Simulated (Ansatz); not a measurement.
# How far each method lies from full CI for HPB, quartet

Geometry: a PBE0/def2-TZVP stationary point for this spin, not checked as a minimum.

```xyz
3

B     0.0000    0.0866    1.3928
P     0.0000   -0.0729   -0.4582
H     0.0000    1.3116   -0.8601
```

Basis 6-31G; Ansatz 0.2.0. Only valence electrons are correlated (noble-gas cores frozen), which leaves 9 electrons in 18 orbitals. Prefix R: restricted or restricted open-shell reference; prefix U: unrestricted. Active spaces: pair = (5e, 5o) about the gap; valence = (9e, 9o) chosen from the atoms' valence shells.

Full CI is exact within this basis and frozen core; it isn't the basis-set limit. The frozen core follows each run's orbitals, which can shift R against U totals by a few meV.

For open shells CISD is restricted-active-space CI with the open shells as a complete middle space.

The UHF ⟨S²⟩ is 3.756 and the T1 diagnostic (RCCSD) is 0.0284. The largest doubles amplitude (RCCSD) is 0.042 and the T1 diagnostic (UCCSD) is 0.0261.

```csv
level,E − E(full CI) (meV),share of correlation (%),wall time
RHF,2454,0.00,–
UHF,2412,1.72,–
RMP2,696,71.63,–
UMP2,694,71.71,–
CISD,158,93.55,0.54 s
RCCSD,76,96.88,–
UCCSD,76,96.90,–
RCCSD(T),22,99.11,0.63 s
UCCSD(T),21,99.12,0.66 s
BCCD(T),24,99.03,0.72 s
RCCSDT,3,99.89,–
UCCSDT,2,99.90,–
RCCSDT(Q),1,99.97,2.4 s
UCCSDT(Q),0,100.00,2.2 s
RCCSDTQ,0,100.00,25 s
CASSCF (pair space),1963,20.03,–
NEVPT2 (pair space),597,75.68,1.1 s
MRCISD (pair space),139,94.35,–
MRCISD+Q (pair space),23,99.07,0.93 s
CASSCF (valence space),985,59.87,–
NEVPT2 (valence space),269,89.04,1.7 s
MRCISD (valence space),33,98.67,–
MRCISD+Q (valence space),9,99.62,2.8 s
```

The correlation energy at full CI, counted from RHF, is -2.454 eV. That run took 85 s on 1 thread of Arm Neoverse V2, shared host over 7,588,672 determinants.

Times hold each run's SCF and search for its determinant on a shared host, so for small cases they say little of a method's own cost; they ran on 1 thread of Arm Neoverse V2.

The full-CI state has the irrep A'' of Cs, in the program's axes.

Natural occupations of full CI about the gap: 1.979 1.958 1.947 0.995 0.993 0.990 0.040 0.034 0.028 0.009; effectively unpaired electrons, Σ n²(2−n)², 3.03.
